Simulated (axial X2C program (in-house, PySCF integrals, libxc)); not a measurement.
# LiN⁺: cheaper levels and CCSD(T), two-component

Computed with an in-house relativistic program for diatomic molecules. Two-component (2c) means X2C with spin–orbit coupling and atomic mean-field two-electron Coulomb and Gaunt terms. Basis: N dyall-av3z [7s7p3d2f], Li dyall-cv3z [7s8p2d] (cores contracted in-house); Gaussian nuclei, density fitting, unrestricted open shells. Masses: N 14.003 u, Li 7.016 u.

State: Ω = 3/2 (⟨Sz⟩ = 1.50, ⟨Lz⟩ = 0.00 at HF); fragments N + Li+.

| level | Re (Å) | ωe (cm⁻¹) | De (eV) |
| --- | --- | --- | --- |
| PBE0 | 2.221 | 270.7 | 0.244 |
| HF | 2.225 | 268.1 | 0.216 |
| MP2 | 2.260 | 254.1 | 0.205 |
| CCSD | 2.260 | 254.5 | 0.206 |
| PW91 | 2.232 | 270.9 | 0.269 |

Correlated methods: 5 electrons correlated (number of frozen shells: N 1 s; Li 1 s), 173 virtual spin orbitals or spinors in MP2, 53 natural virtuals in coupled cluster.

CCSD(T), same Hamiltonian and basis:

Re = 2.263 Å, ωe = 253.7 cm⁻¹, De = 0.21 eV; T1 = 0.008 (Lee–Taylor normalisation).

(1) Give the differences from CCSD(T) in the columns below.

One determinant describes the state; a PBE0 search over occupations chose it and may have missed a lower one. Dissociation energies refer to the lowest single-determinant-based atoms at the same level and basis. Density functionals use the spin component along the axis (collinear). CCSD and (T) use frozen natural virtuals with an MP2 correction for the truncation; (T) itself is uncorrected, so its De runs slightly low. With several unpaired electrons one determinant need not be a pure state. This is the top spin component of a Σ state; components of lower Ω are not single determinants and can lie lower. The bond is weak, and without diffuse functions and with truncated virtuals even CCSD(T) can be tens of per cent off in De.

Answers

(1) 

```tsv
level	ΔRe (Å)	Δωe (cm⁻¹)
PBE0	-0.042	17.0
HF	-0.038	14.4
MP2	-0.003	0.4
CCSD	-0.003	0.8
PW91	-0.031	17.2
```
